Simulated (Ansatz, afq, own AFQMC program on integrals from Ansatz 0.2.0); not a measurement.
**Where AFQMC and coupled cluster stand for BH4O, doublet**

| atom | x (Å) | y (Å) | z (Å) |
| --- | --- | --- | --- |
| B | -1.4038 | 0.0307 | 0.0000 |
| H | -2.0005 | 1.0643 | 0.0000 |
| H | -2.0005 | -1.0029 | 0.0000 |
| H | -0.1128 | 0.0307 | 0.0000 |
| O | 1.1212 | 0.0307 | 0.0000 |
| H | 1.3731 | -0.9092 | 0.0000 |

Connectivity, by distances: BH3 ··· OH.

Basis cc-pVTZ. Noble-gas cores (and the filled d shells of Ga–Kr and In–Xe) are frozen. Ansatz 0.2.0 and our own AFQMC program on the same integrals; the CISD trial comes from CCSD amplitudes, and released means the phaseless constraint is let go. Error bars are statistical, one sigma.

Determinant: UHF, the one that the program's search chose, which needn't be the lowest solution. The geometry is a point of a scan.

No full CI on the walks' own integrals is used here. The released AFQMC energy serves as the reference, which it does only where one determinant dominates, the energy is flat over the last release times and near the phaseless one (40 meV or 2 meV an electron, half that with transition metals). On small molecules, where full CI could be run and the noise was under 10 meV, such values lay within 10 meV of it in 19 cases of 20, a flattering rate, since the rule was set on those same cases; what remains of the bias isn't in the error bar.

Cautions: the released value is read at 2.40 1/Eh with a noise of 11 meV, more than in the cases checked (meV from the phaseless value at times in 1/Eh: -6 ± 8 at 0.24, -6 ± 6 at 0.51, -11 ± 7 at 0.99, -11 ± 10 at 1.62, -19 ± 11 at 2.40).

The T1 diagnostic is 0.0228. The weight of the determinant in the CISD state is 0.875 and the ⟨S²⟩ of the determinant is 0.780. The size of the correlated space is 13 electrons in 114 orbitals.

```json
{"level": "MP2", "correlation energy (eV)": "-9.5017"}
{"level": "CCSD", "correlation energy (eV)": "-10.3472"}
{"level": "CCSD(T)", "correlation energy (eV)": "-10.6667"}
```

Q: Estimate where AFQMC with the constraint released lies against CCSD(T) on the same integrals.

A: 1.30 ± 0.26 kcal/mol below CCSD(T).

Reference: AFQMC with the constraint released, correlation energy -10.723 ± 0.011 eV.

| level | E − E(reference) (kcal/mol) | share of correlation (%) |
| --- | --- | --- |
| CCSD(T) | 1.30 ± 0.26 | 99.47 |
| ph-AFQMC/CISD | 0.44 ± 0.33 | 99.82 |

A walk keeps the symmetry of its determinant, which the program's search chose and which needn't be the lowest solution, so a lower state of the same spin and another symmetry isn't excluded. Released energies are given only where the last usable release times agree within the noise; a slower fall can still hide under it.
